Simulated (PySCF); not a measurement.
Species: phosphabenzene, C5H5P.
SMILES with atom numbers: `[cH:1]1[cH:2][cH:3][p:4][cH:5][cH:6]1` (hydrogens: H7 on C1; H8 on C2; H9 on C3; H10 on C5; H11 on C6)

The same species was optimised twice, with GFN2-xTB and with PBE0-D3(BJ)/def2-SVP (PySCF), and the same property calculations (PySCF, gas phase) were run on both structures.

| coordinate | GFN2-xTB | PBE0-D3(BJ)/def2-SVP | change |
| --- | --- | --- | --- |
| C2–C3 (Å) | 1.379 | 1.391 | +0.012 |
| C5–C6 (Å) | 1.379 | 1.391 | +0.012 |
| C1–C6 (Å) | 1.386 | 1.396 | +0.010 |
| C1–C2 (Å) | 1.386 | 1.395 | +0.009 |
| P4–C5 (Å) | 1.734 | 1.738 | +0.004 |
| C3–P4 (Å) | 1.734 | 1.738 | +0.004 |
| C3–P4–C5 (°) | 99.9 | 100.2 | +0.3 |
| C1–C6–C5 (°) | 123.4 | 123.2 | -0.2 |
| C1–C2–C3 (°) | 123.4 | 123.2 | -0.2 |
| C2–C1–C6 (°) | 122.5 | 122.6 | +0.1 |
| P4–C5–C6 (°) | 125.4 | 125.4 | 0.0 |
| C2–C3–P4 (°) | 125.4 | 125.4 | 0.0 |

Rotational constants: A = 5174, B = 3533, C = 2100 MHz (GFN2-xTB) against A = 5110, B = 3496, C = 2076 MHz (PBE0-D3(BJ)/def2-SVP). Point groups within 0.08 Å: C2v and C2v.

On the GFN2-xTB structure: HOMO (eV) -7.20 [PBE0/pcSseg-1]; LUMO (eV) -1.49 [PBE0/pcSseg-1]; dipole (D) 1.69 [PBE0/pcSseg-1]; GIAO shielding of C1 (ppm) 53.1 [PBE0/pcSseg-1]; GIAO shielding of C2/C6 (mean) (ppm) 48.3 [PBE0/pcSseg-1]; GIAO shielding of C3/C5 (mean) (ppm) 21.2 [PBE0/pcSseg-1]; GIAO shielding of P4 (ppm) 83.9 [PBE0/pcSseg-1].

Problem. What do these properties become on the PBE0-D3(BJ)/def2-SVP structure?

Solution. 
```json
{"property": "HOMO (eV)", "level": "PBE0/pcSseg-1", "on GFN2-xTB": "-7.20", "on PBE0-D3(BJ)/def2-SVP": "-7.20", "change": "0.00"}
{"property": "LUMO (eV)", "level": "PBE0/pcSseg-1", "on GFN2-xTB": "-1.49", "on PBE0-D3(BJ)/def2-SVP": "-1.51", "change": "-0.02"}
{"property": "dipole (D)", "level": "PBE0/pcSseg-1", "on GFN2-xTB": "1.69", "on PBE0-D3(BJ)/def2-SVP": "1.69", "change": "0.00"}
{"property": "energy, GFN2-xTB geometry as zero (kcal/mol)", "level": "PBE0/pcSseg-1", "on GFN2-xTB": "0.0", "on PBE0-D3(BJ)/def2-SVP": "-0.1", "change": "-0.1"}
{"property": "GIAO shielding of C1 (ppm)", "level": "PBE0/pcSseg-1", "on GFN2-xTB": "53.1", "on PBE0-D3(BJ)/def2-SVP": "50.2", "change": "-2.9"}
{"property": "GIAO shielding of C2/C6 (mean) (ppm)", "level": "PBE0/pcSseg-1", "on GFN2-xTB": "48.3", "on PBE0-D3(BJ)/def2-SVP": "45.4", "change": "-2.9"}
{"property": "GIAO shielding of C3/C5 (mean) (ppm)", "level": "PBE0/pcSseg-1", "on GFN2-xTB": "21.2", "on PBE0-D3(BJ)/def2-SVP": "19.2", "change": "-2.0"}
{"property": "GIAO shielding of P4 (ppm)", "level": "PBE0/pcSseg-1", "on GFN2-xTB": "83.9", "on PBE0-D3(BJ)/def2-SVP": "82.0", "change": "-1.9"}
```

The heavy atoms differ by 0.009 Å rms after alignment. Among bonds between heavy atoms C2–C3 and C5–C6 change most and about equally (+0.012 Å). Changes are differences of the printed values. Neither structure is proved a minimum here.
